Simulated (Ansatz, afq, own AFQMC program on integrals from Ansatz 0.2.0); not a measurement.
**The Au2–C1 bond of AuCH₅O, singlet, worked out**

```csv
atom,x (Å),y (Å),z (Å)
C,-1.0541,1.2953,-0.6533
Au,0.1942,-0.1511,-0.0408
O,1.5957,-1.7768,0.6515
H,-2.0662,0.8857,-0.7986
H,-0.6997,1.7167,-1.6074
H,-1.1011,2.1003,0.0970
H,1.0922,-2.5666,0.8868
H,2.0391,-1.5035,1.4647
```

The molecule and both fragments are relaxed with PBE0/def2-SVP; the fragments keep their bonds.

Basis def2-TZVP with its core potentials. Only valence electrons are correlated. Ansatz 0.2.0 and our own AFQMC program on the same integrals; the CISD trial comes from CCSD amplitudes, and released means the phaseless constraint is let go. Error bars are statistical, one sigma. No spin–orbit coupling. The metal's outer-core s and p shells are frozen, which shifts wave-function levels against functionals.

Total energies in eV. CBS is CCSD(T) at the limit of def2-TZVPP/QZVPP (extrapolated itself); the highest rung of each member is named.

Cautions: no spin-orbit coupling; outer-core shells of the metal frozen; AuCH₅O (singlet): the released value is read at 1.20 1/Eh with a noise of 21 meV, more than in the cases checked (meV from the phaseless value at times in 1/Eh: -7 ± 9 at 0.24, -1 ± 14 at 0.48, -4 ± 14 at 0.80, 7 ± 21 at 1.20), released reference can be 30 meV off for metals; AuH₂O (doublet): the ph-AFQMC/CISD walk drifts between its halves (2.7 errors), the released value is read at 1.20 1/Eh, later times being too noisy (meV from the phaseless value at times in 1/Eh: -7 ± 5 at 0.24, -8 ± 7 at 0.60, -5 ± 8 at 1.20, -13 ± 10 at 1.80, -35 ± 18 at 2.60), released reference can be 30 meV off for metals.

```csv
member,count,CCSD(T)/def2-TZVP,highest rung in def2-TZVP,which,CCSD(T)/CBS
"AuH₂O, doublet",+1,-5752.1571,-5752.1833 ± 0.0076,released AFQMC,-5757.0135
CH3 (doublet),+1,-1081.7482,-1081.7646,CCSDT(Q),-1082.4477
"AuCH₅O, singlet",-1,-6837.0847,-6837.1242 ± 0.0213,released AFQMC,-6842.7716
```

Work out the best estimate of the bond energy: the CCSD(T)/CBS difference plus the step from CCSD(T) to the highest rung.

Sums with the counts: CCSD(T)/CBS 3.3104 eV, highest rung 3.1763 eV, CCSD(T)/def2-TZVP 3.1794 eV. The step is 3.1763 − 3.1794 = -0.0031 eV, so the best estimate is 3.3104 + (-0.0031) = 3.3073 eV = 319.1 kJ/mol, with sampling noise 0.023 eV. The step is under twice that noise, so its sign is open. The basis set is worth 0.131 eV of it. Zero-point, core-correlation and spin–orbit terms aren't in it.

Best estimates are given only where the step beyond CCSD(T) is under 0.3 eV and no member's determinant is very poor (T1 over 0.05, or 0.07 for open shells, ⟨S²⟩ too high by 0.3, two states mixed), so the hardest cases are missing from such tables.

CCSDT and higher add their correlation energy to the determinant of the CCSD(T) run, since their own runs factorise the integrals more tightly (a shift of under 2 meV). Each member of a difference takes its own highest rung, so a best estimate needn't equal the limit plus the step of one row. Released energies are given only where the last usable release times agree within the noise; a slower fall can still hide under it. The exponents were fitted on light atoms, and def2 sets of heavy atoms don't grow evenly, so the limit is rough here.
